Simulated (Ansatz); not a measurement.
Saddle point of SiNH$_{6}$F, singlet (SiH₃F ([F][SiH3]) + NH₃ → SiNH₅ ([NH2][SiH3]) + HF; bonds formed: Si1–N7, F2–H6; bonds broken: Si1–F2, H6–N7), PBE0-D4/def2-TZVP structure:

Si1  (-0.588, -0.037, -0.627)
F2  (1.402, 0.715, -0.888)
H3  (-0.141, -1.028, -1.624)
H4  (-1.891, -0.613, -0.134)
H5  (-0.954, 1.344, -0.999)
H6  (1.230, 0.342, 0.305)
N7  (0.378, -0.122, 0.956)
H8  (0.542, -1.058, 1.306)
H9  (0.022, 0.458, 1.705)
(Å)

Energies are electronic, without zero-point energy. Barriers and step energies count from the start structure reached by relaxing down the imaginary mode; all methods use the PBE0-D4 structures, on which another method's saddle can fall below an end. Program: Ansatz 0.2.0. Basis: def2-TZVPP, with def2-QZVPP for the basis limit. Cores are frozen in the correlated methods. B3LYP uses VWN-RPA correlation. Extrapolation: Hartree–Fock as exp(−7.88 √X), correlation as X^−2.97.

```csv
method,barrier (kJ/mol),step energy (kJ/mol)
SPW92,73.3,39.5
PBE-D4,103.3,48.5
BLYP-D4,?,55.8
r2SCAN-D4,118.0,58.5
B97M-V,138.1,69.5
PBE0-D4,116.2,50.8
B3LYP-D4,128.7,57.3
r2SCAN0-D4,125.8,58.0
BHLYP-D4,143.9,62.7
CAM-B3LYP-D4,126.8,58.1
wB97X-V,?,59.3
wB97M-V,126.8,61.4
B2PLYP,?,58.7
PBE-QIDH,125.8,54.2
RPA on PBE,135.4,60.9
HF,184.8,73.9
MP2,129.6,56.0
CCSD,142.9,60.6
CCSD(T),134.7,58.3
```

(1) Fill in the withheld barriers. (To be estimated.)

No T1 diagnostic of these runs exceeds 0.012.

Results:

(1) Computed: B2PLYP 132.0; BLYP-D4 120.5; wB97X-V 127.0 kJ/mol. Each is the energy of the saddle less that of the start structure, by the same method.

For comparison, the barrier by CCSD(T) at an estimated basis limit (MP2 extrapolated from triple and quadruple zeta, plus CCSD(T) − MP2 in triple zeta) is 132.2 kJ/mol.

The step is the kind of exchange with an N–H group that builds nitride films in atomic layer and chemical vapour deposition.

Labels in which every atom is bracketed show which atoms are joined, not bond orders.

For scale, one of the runs: CCSD(T)/def2-TZVPP, 188 basis functions, launched by `ansatz run in.yaml --threads 2 --pin off --events-out ev --progress --plain --max-ram 4352MiB`. Hardware: 2 CPU threads of an Arm Neoverse V1, shared host. Wall time 45 s; peak host memory 2 GiB.
